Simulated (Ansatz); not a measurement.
Input file:

```yaml
crystal:
  periodic: [false, false, false]
  atoms:
    - {symbol: Ge, position_ang: [-0.000438, 0.015791, 0.312704]}
    - {symbol: C, position_ang: [-0.001271, -0.151287, -1.679956]}
    - {symbol: H, position_ang: [0.046693, 0.664695, -2.517391]}
basis:
  gaussian: {orbitals: cc-pVDZ}
magnetization: {spin_polarized: false, initial_magnetization: 3}
correlation: {active_space: {ras: {orbitals: [3, 3, 25], electrons: 6, max_holes: 2, max_particles: 2}, fixed_orbitals: true}}
```

```sh
$ ansatz run in.yaml --threads 1 --pin off --events-out ev --progress --plain --max-ram 2393MiB
```

Question: One thing in this input was set wrong on purpose, beside settings that are merely unusual. What is the gravest fault, and what does the program do?

Answer: Electron count of the space is wrong. How the run ends: stopped by an error.
```
506 factors; integrals over basis functions are off by at most 9.8e-4 eV
mean field evaluation 1: about -57513.8964 eV, gradient 9.1e0 eV
mean field evaluation 2: about -57513.8981 eV, gradient 9.1e0 eV
mean field evaluation 4: about -57514.9540 eV, gradient 2.6e0 eV
mean field evaluation 8: about -57515.0722 eV, gradient 2.1e-1 eV
mean field evaluation 16: about -57514.6503 eV, gradient 1.7e0 eV
mean field evaluation 32: about -57511.4896 eV, gradient 7.7e0 eV
mean field evaluation 64: about -57514.6999 eV, gradient 3.2e-4 eV
mean field -57515.07333627 eV, -2113.6399599909 hartree, gradient 3.8e-6 eV, S^2 3.750000; 10 other end points of the search recorded, 0 dependent functions left out
reference -57515.07333627 eV, -2113.6399599909 hartree; 21, 18 occupied and 25, 28 virtual orbitals, 506 factors
Error: 6 electrons in 31 orbitals form no window around the highest filled level of the reference
```
